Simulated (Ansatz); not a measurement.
**H₂O with NH₃: superposition error and deformation**

How much of this pair's binding is borrowed basis, and how much do the fragments pay to take the shapes they have in the pair?

Computed with Ansatz 0.2.0, Gaussian basis. Level: PBE0-D4 structures, single points in def2-TZVPPD.

Levels: PBE-D4, revPBE-D4, BLYP-D4, r2SCAN-D4, B97M-V, PBE0-D4, B3LYP-D4, HSE06-D4, wB97X-V, wB97M-V, B2PLYP, Hartree-Fock, MP2, CCSD, CCSD(T).

Correlated methods freeze the cores. B3LYP uses VWN-RPA correlation. B2PLYP carries no dispersion term here.

129 further runs of the same task are left out: 129 set aside as unsound or not needed.

## Step 1: The starting structure

The relaxed pair: 7 atoms, charge 0, spin multiplicity 1.

Atoms are counted from 1 here; the program's logs count them from 0.

Bond lengths: O1–H2 0.975 Å, O1–H3 0.958 Å, N4–H5 1.013 Å, N4–H6 1.013 Å, N4–H7 1.013 Å. Angles: H2–O1–H3 105.3°, H5–N4–H6 107.3°, H5–N4–H7 107.3°, H6–N4–H7 107.6°.

Geometry (Å):

```xyz
7
H5NO
O    -0.0591   -0.3761   -1.8739
H    -0.0230   -0.1594   -0.9236
H     0.0813    0.4554   -2.3290
N     0.0043    0.0340    1.0041
H    -0.3687   -0.8504    1.3281
H     0.9347    0.1293    1.3921
H    -0.5695    0.7672    1.4021
```

Atoms 1 to 3 are fragment A (H₂O), the rest fragment B (NH₃). From earlier runs, pair energy (eV) and counterpoise interaction (kJ/mol):

```
   method      E(pair)  interaction
   PBE-D4  -3616.63197       -31.09
revPBE-D4  -3619.84532       -27.32
  BLYP-D4  -3619.87897       -27.99
r2SCAN-D4  -3618.74983       -29.19
   B97M-V  -3619.72636       -27.21
  PBE0-D4  -3616.73424       -30.37
 B3LYP-D4  -3621.06569       -28.83
 HSE06-D4  -3616.54819       -30.32
  wB97X-V  -3619.42964       -27.78
  wB97M-V  -3619.11096       -27.42
   B2PLYP  -3618.16528       -26.12
      MP2  -3613.56693       -25.97
  CCSD(T)  -3614.47559       -25.47
```

First each fragment is run alone in its own basis, frozen in the shape it has in the pair (a, b).

## Step 2: PBE-D4/def2-TZVPPD

File a/in.yaml:

```yaml
crystal:
  periodic: [false, false, false]
  atoms:
    - {symbol: O, position_ang: [-0.059108, -0.376119, -1.873866]}
    - {symbol: H, position_ang: [-0.022967, -0.159403, -0.923649]}
    - {symbol: H, position_ang: [0.081252, 0.455385, -2.329034]}
basis:
  gaussian: {orbitals: "def2-TZVPPD.json"}
hamiltonian: {xc: pbe, dispersion: d4}
```

File b/in.yaml:

```yaml
crystal:
  periodic: [false, false, false]
  atoms:
    - {symbol: N, position_ang: [0.004271, 0.034032, 1.004112]}
    - {symbol: H, position_ang: [-0.368678, -0.850385, 1.328080]}
    - {symbol: H, position_ang: [0.934707, 0.129265, 1.392110]}
    - {symbol: H, position_ang: [-0.569476, 0.767225, 1.402146]}
basis:
  gaussian: {orbitals: "def2-TZVPPD.json"}
hamiltonian: {xc: pbe, dispersion: d4}
```

The basis file named in the input lies beside it (Basis Set Exchange, JSON).

The same command starts each run, in its folder.

Command:

```bash
$ ansatz run in.yaml --threads 2 --pin off --events-out ev --progress --plain --max-ram 5222MiB
```

Output in a:

```text
Functional definition: PBE
  name "PBE"
  cite "Perdew, Burke & Ernzerhof, Phys. Rev. Lett. 77, 3865 (1996) doi:10.1103/PhysRevLett.77.3865"
  parent pbe
  parameter kappa = 0.804
  parameter beta = 0.06672455060314922
  exchange = pbe_x(kappa = kappa, mu = beta*pi^2/3)
  correlation = pbe_c(beta = beta)
302 factors; their error is unknown
mean field evaluation 1: about -2072.8653 eV, gradient 6.0e1 eV
mean field evaluation 2: about -2042.9073 eV, gradient 1.3e2 eV
mean field evaluation 4: about -2078.5014 eV, gradient 1.1e0 eV
mean field evaluation 8: about -2078.5005 eV, gradient 2.0e-2 eV
mean field -2078.50047092 eV, -76.3834834482 hartree, gradient 6.4e-5 eV, S^2 0.000000; 0 other end points of the search recorded, 0 dependent functions left out
reference -2078.50051057 eV, -76.3834849052 hartree; 5, 5 occupied and 69, 69 virtual orbitals, 302 factors
Total energy: -2078.50585243 eV, -76.3836812148 hartree
```

b printed, cut to the lines that bear on the results:

```text
[... 4 set-up lines as earlier in the session ...]
[...]
356 factors; their error is unknown
[...]
mean field -1537.78586957 eV, -56.5125883581 hartree, gradient 5.9e-6 eV, S^2 0.000000; 0 other end points of the search recorded, 0 dependent functions left out
reference -1537.78589668 eV, -56.5125893542 hartree; 5, 5 occupied and 83, 83 virtual orbitals, 356 factors
Total energy: -1537.79726846 eV, -56.5130072593 hartree
```

Times: 0.2 s (a), 0.25 s (b) on 2 threads of Arm Neoverse V2, shared host.

## Step 3: r2SCAN-D4/def2-TZVPPD

The same edit goes into each in.yaml of step 2 (a, b):

```diff
-hamiltonian: {xc: pbe, dispersion: d4}
+hamiltonian: {xc: r2scan, dispersion: d4}
```

Each run has its own folder and the same command.

Command:

```bash
$ ansatz run in.yaml --threads 2 --pin off --events-out ev --progress --plain --max-ram 5222MiB
```

a printed, cut to the lines that bear on the results:

```text
Functional definition: r2SCAN
  name "r2SCAN"
  cite "Furness, Kaplan, Ning, Perdew & Sun, J. Phys. Chem. Lett. 11, 8208 (2020) doi:10.1021/acs.jpclett.0c02405"
  cite "Furness, Kaplan, Ning, Perdew & Sun, J. Phys. Chem. Lett. 11, 9248 (2020) doi:10.1021/acs.jpclett.0c03077"
  parent r2scan
[...]
302 factors; their error is unknown
[...]
mean field -2079.63888386 eV, -76.4253193520 hartree, gradient 6.8e-6 eV, S^2 0.000000; 0 other end points of the search recorded, 0 dependent functions left out
reference -2079.63889774 eV, -76.4253198620 hartree; 5, 5 occupied and 69, 69 virtual orbitals, 302 factors
Total energy: -2079.64017630 eV, -76.4253668484 hartree
```

Output in b, cut to the lines that bear on the results:

```text
[... 5 set-up lines as earlier in the session ...]
[...]
356 factors; their error is unknown
[...]
mean field -1538.79875508 eV, -56.5498112138 hartree, gradient 1.7e-5 eV, S^2 0.000000; 0 other end points of the search recorded, 0 dependent functions left out
reference -1538.79876305 eV, -56.5498115067 hartree; 5, 5 occupied and 83, 83 virtual orbitals, 356 factors
Total energy: -1538.80147455 eV, -56.5499111525 hartree
```

Times: 0.55 s (a), 0.6 s (b) on 2 threads of Arm Neoverse V2, shared host.

## Step 4: PBE0-D4/def2-TZVPPD

Each input of step 3 (a, b) changes in the same lines:

```diff
-hamiltonian: {xc: r2scan, dispersion: d4}
+hamiltonian: {xc: pbe0, dispersion: d4}
+output: {orbitals: {seedname: orbitals}}
```

One command serves all of them, each in its own folder.

Command:

```bash
$ ansatz run in.yaml --threads 2 --pin off --events-out ev --progress --plain --max-ram 5222MiB
```

Log of a, cut to the lines that bear on the results:

```text
Functional definition: PBE0
  name "PBE0"
  cite "Adamo & Barone, J. Chem. Phys. 110, 6158 (1999) doi:10.1063/1.478522"
[... 2 set-up lines as earlier in the session ...]
[...]
302 factors; their error is unknown
[...]
mean field -2078.48844688 eV, -76.3830415727 hartree, gradient 1.6e-5 eV, S^2 0.000000; 0 other end points of the search recorded, 0 dependent functions left out
reference -2078.48847644 eV, -76.3830426593 hartree; 5, 5 occupied and 69, 69 virtual orbitals, 302 factors
Total energy: -2078.49275217 eV, -76.3831997894 hartree
```

Output in b, cut to the lines that bear on the results:

```text
[... 5 set-up lines as earlier in the session ...]
[...]
356 factors; their error is unknown
[...]
mean field -1537.91241568 eV, -56.5172388416 hartree, gradient 2.9e-5 eV, S^2 0.000000; 0 other end points of the search recorded, 0 dependent functions left out
reference -1537.91243556 eV, -56.5172395722 hartree; 5, 5 occupied and 83, 83 virtual orbitals, 356 factors
Total energy: -1537.92154645 eV, -56.5175743913 hartree
```

Times: 0.25 s (a), 0.3 s (b) on 2 threads of Arm Neoverse V2, shared host.

## Step 5: B3LYP-D4/def2-TZVPPD

The same edit goes into each in.yaml of step 4 (a, b):

```diff
-hamiltonian: {xc: pbe0, dispersion: d4}
-output: {orbitals: {seedname: orbitals}}
+hamiltonian: {xc: {name: B3LYP}, dispersion: d4}
```

One command serves all of them, each in its own folder.

Command:

```bash
$ ansatz run in.yaml --threads 2 --pin off --events-out ev --progress --plain --max-ram 5222MiB
```

Log of a, cut to the lines that bear on the results:

```text
Functional definition: B3LYP
  name "B3LYP"
  cite "Stephens, Devlin, Chabalowski & Frisch, J. Phys. Chem. 98, 11623 (1994) doi:10.1021/j100096a001"
  cite "Becke, Phys. Rev. A 38, 3098 (1988) doi:10.1103/PhysRevA.38.3098"
  cite "Lee, Yang & Parr, Phys. Rev. B 37, 785 (1988) doi:10.1103/PhysRevB.37.785"
  cite "Vosko, Wilk & Nusair, Can. J. Phys. 58, 1200 (1980) doi:10.1139/p80-159"
[...]
302 factors; their error is unknown
[...]
mean field -2080.83421740 eV, -76.4692470492 hartree, gradient 3.3e-5 eV, S^2 0.000000; 0 other end points of the search recorded, 0 dependent functions left out
reference -2080.83440596 eV, -76.4692539788 hartree; 5, 5 occupied and 69, 69 virtual orbitals, 302 factors
Total energy: -2080.84287120 eV, -76.4695650707 hartree
```

Log of b, cut to the lines that bear on the results:

```text
[... 6 set-up lines as earlier in the session ...]
[...]
356 factors; their error is unknown
[...]
mean field -1539.90005670 eV, -56.5902833019 hartree, gradient 3.2e-5 eV, S^2 0.000000; 0 other end points of the search recorded, 0 dependent functions left out
reference -1539.90022279 eV, -56.5902894057 hartree; 5, 5 occupied and 83, 83 virtual orbitals, 356 factors
Total energy: -1539.91827389 eV, -56.5909527712 hartree
```

Wall times: 0.3 s (a), 0.35 s (b) on 2 threads of Arm Neoverse V2, shared host.

## Step 6: wB97X-V/def2-TZVPPD

The same edit goes into each in.yaml of step 5 (a, b):

```diff
-hamiltonian: {xc: {name: B3LYP}, dispersion: d4}
+hamiltonian: {xc: {name: wB97X-V}}
```

One command serves all of them, each in its own folder.

Command:

```bash
$ ansatz run in.yaml --threads 2 --pin off --events-out ev --progress --plain --max-ram 5222MiB
```

Output in a, cut to the lines that bear on the results:

```text
Functional definition: wB97X-V
  name "wB97X-V"
  cite "Mardirossian & Head-Gordon, Phys. Chem. Chem. Phys. 16, 9904 (2014) doi:10.1039/C3CP54374A"
  cite "Becke, J. Chem. Phys. 107, 8554 (1997) doi:10.1063/1.475007"
  cite "Vydrov & Van Voorhis, J. Chem. Phys. 133, 244103 (2010) doi:10.1063/1.3521275"
[...]
      + integral(e_c_pw_opposite_spin*poly(b97_u_opposite, cos0, cos1)) + vv10(b, c)
302 factors; their error is unknown
104 factors; integrals over basis functions are off by at most 3.0e-5 eV
[...]
mean field -2079.95347792 eV, -76.4368804703 hartree, gradient 4.1e-5 eV, S^2 0.000000; 0 other end points of the search recorded, 0 dependent functions left out
reference -2079.95347600 eV, -76.4368803998 hartree; 5, 5 occupied and 69, 69 virtual orbitals, 302 factors
Total energy: -2079.95347600 eV, -76.4368803998 hartree
```

Log of b, cut to the lines that bear on the results:

```text
[... 5 set-up lines as earlier in the session ...]
[...]
      + integral(e_c_pw_opposite_spin*poly(b97_u_opposite, cos0, cos1)) + vv10(b, c)
356 factors; their error is unknown
117 factors; integrals over basis functions are off by at most 7.6e-6 eV
[...]
mean field -1539.18330749 eV, -56.5639432544 hartree, gradient 4.4e-6 eV, S^2 0.000000; 0 other end points of the search recorded, 0 dependent functions left out
reference -1539.18330616 eV, -56.5639432056 hartree; 5, 5 occupied and 83, 83 virtual orbitals, 356 factors
Total energy: -1539.18330616 eV, -56.5639432056 hartree
```

They took 0.7 s (a), 0.95 s (b) on 2 threads of Arm Neoverse V2, shared host.

## Step 7: wB97M-V/def2-TZVPPD

Each input of step 6 (a, b) changes in the same lines:

```diff
-hamiltonian: {xc: {name: wB97X-V}}
+hamiltonian: {xc: {name: wB97M-V}}
```

One command serves all of them, each in its own folder.

Command:

```bash
$ ansatz run in.yaml --threads 2 --pin off --events-out ev --progress --plain --max-ram 5222MiB
```

Log of a, cut to the lines that bear on the results:

```text
Functional definition: wB97M-V
  name "wB97M-V"
  cite "Mardirossian & Head-Gordon, J. Chem. Phys. 144, 214110 (2016) doi:10.1063/1.4952647"
[... 2 set-up lines as earlier in the session ...]
  # Of w^i u^j: cxij and so on, Table III.
[...]
  gx(w, u) = 1 - cx + cx01*u + cx10*w
[...]
      + integral(e_c_pw_mod_opposite_spin*gos(b97_w_opposite, b97_u_opposite)) + vv10(b, c)
302 factors; their error is unknown
104 factors; integrals over basis functions are off by at most 3.0e-5 eV
[...]
mean field -2079.93316155 eV, -76.4361338576 hartree, gradient 7.9e-6 eV, S^2 0.000000; 0 other end points of the search recorded, 0 dependent functions left out
reference -2079.93320890 eV, -76.4361355979 hartree; 5, 5 occupied and 69, 69 virtual orbitals, 302 factors
Total energy: -2079.93320890 eV, -76.4361355979 hartree
```

b printed, cut to the lines that bear on the results:

```text
[... 5 set-up lines as earlier in the session ...]
  # Of w^i u^j: cxij and so on, Table III.
[...]
  gx(w, u) = 1 - cx + cx01*u + cx10*w
[...]
      + integral(e_c_pw_mod_opposite_spin*gos(b97_w_opposite, b97_u_opposite)) + vv10(b, c)
356 factors; their error is unknown
117 factors; integrals over basis functions are off by at most 7.6e-6 eV
[...]
mean field -1538.88727133 eV, -56.5530641263 hartree, gradient 2.4e-5 eV, S^2 0.000000; 0 other end points of the search recorded, 0 dependent functions left out
reference -1538.88730441 eV, -56.5530653419 hartree; 5, 5 occupied and 83, 83 virtual orbitals, 356 factors
Total energy: -1538.88730441 eV, -56.5530653419 hartree
```

Times: 0.75 s (a), 0.95 s (b) on 2 threads of Arm Neoverse V2, shared host.

## Step 8: B2PLYP/def2-TZVPPD

The same edit goes into each in.yaml of step 7 (a, b):

```diff
-hamiltonian: {xc: {name: wB97M-V}}
+hamiltonian: {xc: {name: B2PLYP}}
```

The same command starts each run, in its folder.

Command:

```bash
$ ansatz run in.yaml --threads 2 --pin off --events-out ev --progress --plain --max-ram 5222MiB
```

a printed, cut to the lines that bear on the results:

```text
Functional definition: B2PLYP
  name "B2PLYP"
  cite "Grimme, J. Chem. Phys. 124, 034108 (2006) doi:10.1063/1.2148954"
[... 2 set-up lines as earlier in the session ...]
[...]
427 factors; integrals over basis functions are off by at most 1.2e-3 eV
[...]
mean field -2077.08254759 eV, -76.3313757269 hartree, gradient 2.5e-6 eV, S^2 0.000000; 0 other end points of the search recorded, 0 dependent functions left out
1 core orbitals not correlated: weight in the atoms' cores, before any rotation towards them, 1.000 or more for the frozen orbitals, at most 0.000 for the correlated occupied ones
reference -2077.08266391 eV, -76.3313800015 hartree; 4, 4 occupied and 69, 69 virtual orbitals, 427 factors
second order -8.54935467 eV of doubles, -0.00000000 eV of singles
Total energy: -2079.39098967 eV, -76.4162094086 hartree
```

Log of b, cut to the lines that bear on the results:

```text
[... 5 set-up lines as earlier in the session ...]
[...]
497 factors; integrals over basis functions are off by at most 8.0e-4 eV
[...]
mean field -1536.41561341 eV, -56.4622323731 hartree, gradient 2.8e-6 eV, S^2 0.000000; 0 other end points of the search recorded, 0 dependent functions left out
1 core orbitals not correlated: weight in the atoms' cores, before any rotation towards them, 1.000 or more for the frozen orbitals, at most 0.000 for the correlated occupied ones
reference -1536.41571709 eV, -56.4622361832 hartree; 4, 4 occupied and 83, 83 virtual orbitals, 497 factors
second order -7.69288192 eV of doubles, -0.00000000 eV of singles
Total energy: -1538.49279521 eV, -56.5385673962 hartree
```

Wall times: 0.4 s (a), 0.5 s (b) on 2 threads of Arm Neoverse V2, shared host.

## Step 9: BLYP-D4/def2-TZVPPD

The same edit goes into each in.yaml of step 8 (a, b):

```diff
-hamiltonian: {xc: {name: B2PLYP}}
+hamiltonian: {xc: {name: BLYP}, dispersion: d4}
```

Each run has its own folder and the same command.

Command:

```bash
$ ansatz run in.yaml --threads 2 --pin off --events-out ev --progress --plain --max-ram 5222MiB
```

a printed, cut to the lines that bear on the results:

```text
Functional definition: BLYP
  name "BLYP"
[... 2 set-up lines as earlier in the session ...]
[...]
302 factors; their error is unknown
[...]
mean field -2080.37561562 eV, -76.4523937447 hartree, gradient 7.5e-6 eV, S^2 0.000000; 0 other end points of the search recorded, 0 dependent functions left out
reference -2080.37586941 eV, -76.4524030715 hartree; 5, 5 occupied and 69, 69 virtual orbitals, 302 factors
Total energy: -2080.38877148 eV, -76.4528772136 hartree
```

Output in b, cut to the lines that bear on the results:

```text
[... 4 set-up lines as earlier in the session ...]
[...]
356 factors; their error is unknown
[...]
mean field -1539.16530353 eV, -56.5632816210 hartree, gradient 8.0e-6 eV, S^2 0.000000; 0 other end points of the search recorded, 0 dependent functions left out
reference -1539.16553320 eV, -56.5632900611 hartree; 5, 5 occupied and 83, 83 virtual orbitals, 356 factors
Total energy: -1539.19296735 eV, -56.5642982478 hartree
```

They took 0.25 s (a), 0.35 s (b) on 2 threads of Arm Neoverse V2, shared host.

## Step 10: revPBE-D4/def2-TZVPPD

Each input of step 9 (a, b) changes in the same lines:

```diff
-hamiltonian: {xc: {name: BLYP}, dispersion: d4}
+hamiltonian: {xc: {name: revPBE}, dispersion: d4}
```

The same command starts each run, in its folder.

Command:

```bash
$ ansatz run in.yaml --threads 2 --pin off --events-out ev --progress --plain --max-ram 5222MiB
```

Output in a, cut to the lines that bear on the results:

```text
Functional definition: revPBE
  name "revPBE"
  cite "Zhang & Yang, Phys. Rev. Lett. 80, 890 (1998) doi:10.1103/PhysRevLett.80.890"
[... 1 set-up line as earlier in the session ...]
[...]
302 factors; their error is unknown
[...]
mean field -2080.13911397 eV, -76.4437024693 hartree, gradient 7.6e-5 eV, S^2 0.000000; 0 other end points of the search recorded, 0 dependent functions left out
reference -2080.13916333 eV, -76.4437042834 hartree; 5, 5 occupied and 69, 69 virtual orbitals, 302 factors
Total energy: -2080.16506046 eV, -76.4446559854 hartree
```

Log of b, cut to the lines that bear on the results:

```text
[... 4 set-up lines as earlier in the session ...]
[...]
356 factors; their error is unknown
[...]
mean field -1539.33589251 eV, -56.5695506503 hartree, gradient 5.2e-6 eV, S^2 0.000000; 0 other end points of the search recorded, 0 dependent functions left out
reference -1539.33592644 eV, -56.5695518972 hartree; 5, 5 occupied and 83, 83 virtual orbitals, 356 factors
Total energy: -1539.39032576 eV, -56.5715510354 hartree
```

Times: 0.2 s (a), 0.3 s (b) on 2 threads of Arm Neoverse V2, shared host.

## Step 11: B97M-V/def2-TZVPPD

Each input of step 10 (a, b) changes in the same lines:

```diff
-hamiltonian: {xc: {name: revPBE}, dispersion: d4}
+hamiltonian: {xc: {name: B97M-V}}
```

One command serves all of them, each in its own folder.

Command:

```bash
$ ansatz run in.yaml --threads 2 --pin off --events-out ev --progress --plain --max-ram 5222MiB
```

Output in a, cut to the lines that bear on the results:

```text
Functional definition: B97M-V
  name "B97M-V"
  cite "Mardirossian & Head-Gordon, J. Chem. Phys. 142, 074111 (2015) doi:10.1063/1.4907719"
[... 2 set-up lines as earlier in the session ...]
  # Of w^i u^j: cxij and so on, Table III.
[...]
  gx(w, u) = cx00 + cx01*u + cx02*u^2 + (cx10 + cx11*u)*w
[...]
  gos(w, u) = cos00 + cos01*u + cos03*u^3 + cos10*w + cos32*w^3*u^2
[...]
      + integral(e_c_pw_mod_opposite_spin*gos(b97_w_opposite, b97_u_opposite)) + vv10(b, c)
302 factors; their error is unknown
[...]
mean field -2080.00588474 eV, -76.4388063855 hartree, gradient 1.1e-5 eV, S^2 0.000000; 0 other end points of the search recorded, 0 dependent functions left out
reference -2080.00594250 eV, -76.4388085082 hartree; 5, 5 occupied and 69, 69 virtual orbitals, 302 factors
Total energy: -2080.00594250 eV, -76.4388085082 hartree
```

Log of b, cut to the lines that bear on the results:

```text
[... 5 set-up lines as earlier in the session ...]
  # Of w^i u^j: cxij and so on, Table III.
[...]
  gx(w, u) = cx00 + cx01*u + cx02*u^2 + (cx10 + cx11*u)*w
[...]
  gos(w, u) = cos00 + cos01*u + cos03*u^3 + cos10*w + cos32*w^3*u^2
[...]
      + integral(e_c_pw_mod_opposite_spin*gos(b97_w_opposite, b97_u_opposite)) + vv10(b, c)
356 factors; their error is unknown
[...]
mean field -1539.43345111 eV, -56.5731358629 hartree, gradient 5.5e-5 eV, S^2 0.000000; 0 other end points of the search recorded, 0 dependent functions left out
reference -1539.43349091 eV, -56.5731373253 hartree; 5, 5 occupied and 83, 83 virtual orbitals, 356 factors
Total energy: -1539.43349091 eV, -56.5731373253 hartree
```

Times: 0.7 s (a), 0.95 s (b) on 2 threads of Arm Neoverse V2, shared host.

## Step 12: HSE06-D4/def2-TZVPPD

The same edit goes into each in.yaml of step 11 (a, b):

```diff
-hamiltonian: {xc: {name: B97M-V}}
+hamiltonian: {xc: hse06, dispersion: d4}
```

Each run has its own folder and the same command.

Command:

```bash
$ ansatz run in.yaml --threads 2 --pin off --events-out ev --progress --plain --max-ram 5222MiB
```

a printed, cut to the lines that bear on the results:

```text
Functional definition: HSE06
  name "HSE06"
  cite "Heyd, Scuseria & Ernzerhof, J. Chem. Phys. 118, 8207 (2003) doi:10.1063/1.1564060"
  cite "Krukau, Vydrov, Izmaylov & Scuseria, J. Chem. Phys. 125, 224106 (2006) doi:10.1063/1.2404663"
  cite "Heyd & Scuseria, J. Chem. Phys. 120, 7274 (2004) doi:10.1063/1.1668634"
  cite "Ernzerhof & Perdew, J. Chem. Phys. 109, 3313 (1998) doi:10.1063/1.476928"
[...]
  # The whole range is PBE's own exchange, as in plane waves. The composition of these papers is wPBEh.
[...]
302 factors; their error is unknown
34 factors; integrals over basis functions are off by at most 4.4e-5 eV
[...]
mean field -2078.39185285 eV, -76.3794918076 hartree, gradient 3.0e-5 eV, S^2 0.000000; 0 other end points of the search recorded, 0 dependent functions left out
reference -2078.39189210 eV, -76.3794932502 hartree; 5, 5 occupied and 69, 69 virtual orbitals, 302 factors
Total energy: -2078.39573529 eV, -76.3796344845 hartree
```

Output in b, cut to the lines that bear on the results:

```text
[... 6 set-up lines as earlier in the session ...]
[...]
  # The whole range is PBE's own exchange, as in plane waves. The composition of these papers is wPBEh.
[...]
356 factors; their error is unknown
44 factors; integrals over basis functions are off by at most 2.9e-6 eV
[...]
mean field -1537.82505876 eV, -56.5140285343 hartree, gradient 3.7e-5 eV, S^2 0.000000; 0 other end points of the search recorded, 0 dependent functions left out
reference -1537.82508523 eV, -56.5140295071 hartree; 5, 5 occupied and 83, 83 virtual orbitals, 356 factors
Total energy: -1537.83328280 eV, -56.5143307621 hartree
```

They took 0.3 s (a), 0.35 s (b) on 2 threads of Arm Neoverse V2, shared host.

(Part 1 of 3 ends here.)
